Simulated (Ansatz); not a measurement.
## Ansatz (development build ahead of 0.2.0) run

```yaml
crystal:
  periodic: [false, false, false]
  atoms:
    - { symbol: B, position_ang: [0.0, 0.0, 0.0] }
    - { symbol: B, position_ang: [0.0, 0.0, 2.18] }
basis:
  gaussian: { orbitals: def2-SVP }
magnetization:
  spin_polarized: true
  initial_magnetization: 2
hamiltonian:
  xc: hf
correlation:
  method: mp2
  frozen_orbitals: { B: 1 }
output:
  forces: true
```

The input is written out in the form of the current development build from the run's settings.

Output:

```yaml
Converged: yes
Reference_energy: -49.03492 hartree
Correlation_energy: -0.08004 hartree
Total_energy: -49.11496 hartree
Spin_squared_of_the_determinant: 2.366
Stability_test: minimum
```

Forces (eV/Å):
```tsv
atom	Fx	Fy	Fz
B1	0.000	0.000	2.341
B2	0.000	0.000	-2.341
```

Caution: bonds are stretched, where a single reference can fail; the unrestricted determinant is spin contaminated.
